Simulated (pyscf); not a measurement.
Elimination: H₂C=C•–OH → •C≡CH + water (H₂O)

Gas phase, doublet surface, charge 0. Bonds broken: C1–O5, C2–H3. Bonds formed: H3–O5. Structures and frequencies: ωB97X-D3(BJ)/def2-SVP in PySCF. MP2 and CC: frozen core, UHF for open shells. ΔMP2 is the change of the MP2 total energy from the triple- to the quadruple-zeta basis.

Transition state (Å):

```xyz
6

C      1.3933    -0.0897    -0.2204
C      0.1394     0.2249    -0.2512
H      0.5190    -0.4423     1.0674
H     -0.5428     0.7073    -0.9473
O      1.6459    -0.7012     1.2163
H      1.8108    -1.6508     1.0929
```

One imaginary mode, 1737i cm⁻¹; descent along it reached the two sides named, in the forms told below.

```csv
bond,change,reactant side (Å),saddle,product side
C1–O5,breaks,1.330,1.582,2.258
C2–H3,breaks,1.099,1.526,3.3
H3–O5,forms,2.8,1.166,0.968
```

Electronic energies relative to the reactant's lowest minimum found (kJ/mol):

```json
[
 {"level": "ωB97X-D3(BJ)/def2-TZVP", "barrier": "338.7", "reaction energy": "+267.0", "reverse barrier": "71.7"},
 {"level": "PBE/def2-TZVP", "barrier": "305.0", "reaction energy": "+274.5", "reverse barrier": "30.5"},
 {"level": "r²SCAN/def2-TZVP", "barrier": "325.6", "reaction energy": "+268.1", "reverse barrier": "57.4"},
 {"level": "B3LYP-D3(BJ)/def2-TZVP", "barrier": "330.5", "reaction energy": "+260.7", "reverse barrier": "69.9"},
 {"level": "PBE0-D3(BJ)/def2-TZVP", "barrier": "332.2", "reaction energy": "+276.7", "reverse barrier": "55.5"},
 {"level": "M06-2X/def2-TZVP", "barrier": "332.7", "reaction energy": "+242.0", "reverse barrier": "90.7"},
 {"level": "ωB97M-D3(BJ)/def2-TZVP", "barrier": "326.8", "reaction energy": "+253.5", "reverse barrier": "73.3"},
 {"level": "HF/def2-TZVP", "barrier": "419.8", "reaction energy": "+203.5", "reverse barrier": "216.3"},
 {"level": "MP2/def2-QZVPP", "barrier": "321.9", "reaction energy": "+251.4", "reverse barrier": "70.5"},
 {"level": "CCSD/def2-TZVPP", "barrier": "339.3", "reaction energy": "+220.9", "reverse barrier": "118.4"},
 {"level": "CCSD(T)/def2-TZVPP", "barrier": "321.8", "reaction energy": "+223.5", "reverse barrier": "98.3"},
 {"level": "CCSD(T)/def2-TZVPP + ΔMP2(QZVPP)", "barrier": "321.4", "reaction energy": "+223.5", "reverse barrier": "97.9"}
]
```

With CCSD(T)/def2-TZVPP + ΔMP2(QZVPP) energies and thermal terms (ideal gas, 1 atm, RRHO with modes under 100 cm⁻¹ raised to 100, one conformer, R ln 2 for rigid chiral ones), in kJ/mol:

```json
[
 {"T (K)": "298", "ΔH‡": "303.9", "ΔG‡": "304.2", "ΔH": "+213.6", "ΔG": "+174.8"},
 {"T (K)": "600", "ΔH‡": "303.8", "ΔG‡": "304.5", "ΔH": "+215.5", "ΔG": "+134.4"},
 {"T (K)": "900", "ΔH‡": "303.3", "ΔG‡": "304.9", "ΔH": "+213.9", "ΔG": "+94.1"},
 {"T (K)": "1200", "ΔH‡": "302.5", "ΔG‡": "305.6", "ΔH": "+210.9", "ΔG": "+54.6"}
]
```

On the product side the descent ends in a complex, 26.7 kJ/mol under the separated species and 98.4 kJ/mol under the saddle at ωB97X-D3(BJ)/def2-TZVP. The same reactants have a lower exit, to H₂C=C=O + H• (no saddle counted: cutting one bond, which may have a small barrier of its own, costs +66.3 kJ/mol at ωB97M-D3(BJ), against +326.8 kJ/mol here). H₂C=C•–OH lies 132.5 kJ/mol over its isomer H₃C–C•=O, and others may lie lower still (electronic energy, ωB97M-D3(BJ)). One saddle was located; it need not be the lowest between these sides. The CCSD(T) − MP2 part came from Ansatz, without density fitting, on the same reference. An open-shell T1 diagnostic exceeds 0.045. A UHF reference is spin-contaminated (<S²> up to 1.15), which harms MP2 most. C₂H has a Π state close over its Σ ground state, and the state reached was not checked.
